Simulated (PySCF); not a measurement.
Gas-phase reaction: 3 i-Si4H10 ⇌ 3 Si2H6 + 2 c-Si3H6

Method: PySCF energies plus ideal-gas RRHO corrections (1 bar). † marks an energy on the PBE0/def2-TZVP geometry and frequencies; other levels use their own. CCSD(T) freezes the core. 6-31G* has spherical d functions here. All species are closed-shell singlets. B3LYP is the form with VWN-RPA correlation. c-Si3H6: computed as isolated molecules; such fragments, hydroxides, amides, oligomers or adducts are transient or little studied in the gas. CCSD(T) isn't extrapolated to the basis-set limit. The harmonic model lacks anharmonicity and excited electronic states, which grow with temperature; levels with a mode under 35 cm⁻¹ are left out. Internal rotation in i-Si4H10, Si2H6 is treated as a harmonic vibration of one conformer, which makes the entropy rough.

| level | ΔE electronic, kJ | ΔH°(298 K), kJ | ΔS°(298 K), J/K | ΔG°(800 K), kJ |
|---|---|---|---|---|
| B3LYP/6-31G* | 307 | 289 | 200 | 135 |
| B3LYP/def2-TZVP† | 298 | 281 | 210 | 119 |
| CCSD(T)/def2-SVP† | 334 | 317 | 210 | 155 |
| HF/def2-TZVP† | 322 | 304 | 210 | 142 |
| M06-2X/def2-TZVP† | 321 | 304 | 210 | 142 |
| PBE/def2-SVP | 308 | 291 | 216 | 124 |
| PBE/def2-TZVP† | 297 | 280 | 210 | 118 |
| PBE0/def2-SVP† | 323 | 306 | 210 | 144 |
| ωB97M-V/def2-TZVP† | 328 | 310 | 210 | 148 |
| ωB97X-V/def2-TZVP† | 336 | 319 | 210 | 156 |
ΔH° is lowest at PBE/def2-TZVP† and highest at ωB97X-V/def2-TZVP†. No reference value is set beside these.
